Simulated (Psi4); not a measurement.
Reaction (SMILES): CCl (CH3-Cl) → [CH2-]Cl + H+
B3LYP-D3(BJ)/def2-TZVP geometries, fixed; electronic energies without zero-point terms.

Effect of the grid (radial, spherical points) at B3LYP/aug-cc-pV(T+d)Z with Psi4, against the last row, where the deprotonation energy is 403.91 kcal/mol. Cost is core time over that of grid: 35, 110, rough, on shared machines of one kind.

| setting | grid points, largest species | largest shift of a total energy (mEh) | shift of the deprotonation energy (kcal/mol) | cost |
|---|---|---|---|---|
| grid: 35, 110 | 19008 | 0.765 | 0.030 | 1× |
| grid: 50, 194 | 47791 | -0.002 | 0.002 | 1× |
| grid: 75, 302 | 109917 | 0.001 | 0.000 | 2× |
| grid: 99, 590 | 282192 | 0.000 | 0.000 | 4× |
| grid: 150, 974 | 703747 | 0.000 | 0.000 | 6× |

Within 0.02 kcal/mol in the deprotonation energy: grid: 50, 194; grid: 75, 302; grid: 99, 590. The largest shift is 0.765 mEh in a total energy and 0.030 kcal/mol in the difference.
